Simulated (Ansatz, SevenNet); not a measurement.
# Bulk modulus B0 of fcc Pt: levels of theory against measurement

Reference value: 289 GPa (measured, corrected for temperature and zero-point phonon effects; as tabulated in Levämäki et al. (2014), arXiv:1402.3671).

```
level (code)        value (GPa)  cell (Å³/atom)  error (%)
------------------  -----------  --------------  ---------
SevenNet-l3i5               247           15.73      -14.5
LDA (Ansatz)                307           14.76       +6.2
PBE (Ansatz)                248           15.65      -14.2
r²SCAN-D4 (Ansatz)          280           15.17       -3.1
PBE0 (Ansatz)               270           15.13       -6.6
```

Once the reference is moved by up to 1.7 % (a margin picked here for doubts on the reference and the settings) and values within 1.7 % count as equal, the nearest can be r²SCAN-D4 (-3.1 %) or LDA (+6.2 %). By the same margin the farthest can be SevenNet-l3i5 (-14.5 %) or PBE (-14.2 %). Within 10 %: LDA, r²SCAN-D4, PBE0.

The crystal itself was run without spin with LDA, PBE, r²SCAN-D4, PBE0; a magnetic state was not tried in these runs. Density-functional levels without +SOC have no spin–orbit coupling. Each level is taken at its own relaxed cell. Cutoffs and k meshes differ between the levels. Ansatz's density-functional and Hartree–Fock values are scalar-relativistic unless marked +SOC, with PAW data made under PBE.

Machine-learned potentials (SevenNet-l3i5) are trained on DFT data: a solid inside that data is no test of them.

Differences are worked out from the printed values.

Ansatz is an electronic-structure program.
